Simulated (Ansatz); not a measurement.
**U-r2SCAN0/STO-3G run of BNH2Cl (SMILES N[B]Cl)**

Aim: the vertical ionisation energy of BNH2Cl at U-r2SCAN0/STO-3G, from 2 runs. 

The results are computed with Ansatz 0.2.0.

76 further runs of the same task are left out: 76 set aside as unsound or not needed.

## (1) The system as given

The species is BNH2Cl (5 atoms), meant as a doublet with charge 0. As SMILES, `N[B]Cl`. The shape is that of a PBE0-D4/def2-TZVP optimisation. This is one conformer, not always the lowest.

Bond lengths: N1–B2 1.376 Å, B2–Cl3 1.746 Å, N1–H4 1.005 Å, N1–H5 1.010 Å. Angles: N1–B2–Cl3 124.3°, B2–N1–H4 122.3°, B2–N1–H5 123.4°, H4–N1–H5 114.3°.

## (2) A single-point energy at U-r2SCAN0/STO-3G

Input file input.yaml:

```yaml
crystal:
  periodic: [false, false, false]
  atoms:
    - {symbol: "N", position_ang: [-0.334000, 0.412100, -0.256700]}
    - {symbol: B, position_ang: [-0.098400, -0.544600, 0.704400]}
    - {symbol: Cl, position_ang: [1.343200, -1.526200, 0.784600]}
    - {symbol: H, position_ang: [-1.176700, 0.959900, -0.273100]}
    - {symbol: H, position_ang: [0.315800, 0.625100, -1.000600]}
basis:
  gaussian:
    orbitals: STO-3G
magnetization:
  spin_polarized: true
  initial_magnetization: 1
hamiltonian:
  xc: {name: r2SCAN0}
accuracy: high
```

Started as:

```sh
$ ansatz run input.yaml --threads 1 --pin off --max-ram 2610MiB --events-out events.jsonl --progress --plain --runs-dir runs
```

Standard output:

```text
Warning: RAYON_NUM_THREADS=1 ignored (pool sized by the plan → 1); use --threads N
Functional definition: r2SCAN0
  name "r2SCAN0"
  parameter a = 0.25
  parameter k0 = 0.174
  parameter k1 = 0.065
  parameter a1 = 4.9479
  exchange = (1 - a)*r2scan_x(k0 = k0, k1 = k1, a1 = a1) + a*exact_x
  correlation = r2scan_c
372 factors; integrals over basis functions are off by at most 2.5e-8 eV
mean field evaluation 1: about -14555.0450 eV, gradient 8.7e0 eV
mean field evaluation 2: about -14555.4247 eV, gradient 7.1e0 eV
mean field evaluation 4: about -14555.7389 eV, gradient 4.6e-1 eV
mean field evaluation 8: about -14555.7326 eV, gradient 1.3e-2 eV
mean field evaluation 16: about -14555.7327 eV, gradient 1.2e-6 eV
mean field -14555.73265235 eV, -534.9133087439 hartree, gradient 3.4e-8 eV, S^2 0.756619; 0 other end points of the search recorded, 0 dependent functions left out
reference -14555.73265291 eV, -534.9133087646 hartree; 16, 15 occupied and 5, 6 virtual orbitals, 372 factors
Total energy: -14555.73265291 eV, -534.9133087646 hartree
```

Run time: 5.1 s. Hardware: 1 thread of Arm Neoverse V1, shared host; peak memory 0.23 GiB.

## (3) The singlet cation at the same level

Input file run.yaml:

```yaml
crystal:
  periodic: [false, false, false]
  atoms:
    - {symbol: "N", position_ang: [-0.334000, 0.412100, -0.256700]}
    - {symbol: B, position_ang: [-0.098400, -0.544600, 0.704400]}
    - {symbol: Cl, position_ang: [1.343200, -1.526200, 0.784600]}
    - {symbol: H, position_ang: [-1.176700, 0.959900, -0.273100]}
    - {symbol: H, position_ang: [0.315800, 0.625100, -1.000600]}
basis:
  gaussian:
    orbitals: STO-3G
total_charge: 1
hamiltonian:
  xc: {name: r2SCAN0}
accuracy: high
```

Started as:

```sh
$ ansatz run run.yaml --threads 1 --pin off --max-ram 2610MiB --events-out events.jsonl --progress --plain --runs-dir runs
```

Standard output (excerpt; [...] marks lines left out):

```text
Warning: RAYON_NUM_THREADS=1 ignored (pool sized by the plan → 1); use --threads N
[... 8 set-up lines as earlier in the session ...]
371 factors; integrals over basis functions are off by at most 2.5e-8 eV
mean field evaluation 1: about -14544.8385 eV, gradient 3.2e1 eV
mean field evaluation 2: about -14536.3771 eV, gradient 6.4e1 eV
mean field evaluation 4: about -14548.6780 eV, gradient 1.8e0 eV
mean field evaluation 8: about -14548.6608 eV, gradient 3.2e-2 eV
mean field evaluation 16: about -14548.6608 eV, gradient 1.2e-6 eV
mean field -14548.66084003 eV, -534.6534244347 hartree, gradient 5.3e-8 eV, S^2 0.000000; 0 other end points of the search recorded, 0 dependent functions left out
reference -14548.66084030 eV, -534.6534244447 hartree; 15, 15 occupied and 6, 6 virtual orbitals, 371 factors
Total energy: -14548.66084030 eV, -534.6534244447 hartree
```

Run time: 2.8 s. Hardware: 1 thread of Arm Neoverse V1, shared host; peak memory 0.14 GiB.

## (4) What came out

Level: U-r2SCAN0/STO-3G.

```
                                          quantity          value
                      doublet BNH2Cl: total energy  -534.91331 Eh
                              doublet BNH2Cl: ⟨S²⟩          0.757
                      singlet cation: total energy  -534.65342 Eh
vertical ionisation energy (to the singlet cation)       7.072 eV
```

What this shows: The vertical ionisation energy comes to 7.07 eV (682 kJ/mol). Only the singlet of the ionised species was computed; a triplet could lie lower. In a minimal basis such a difference can be off by several eV, whatever the method.
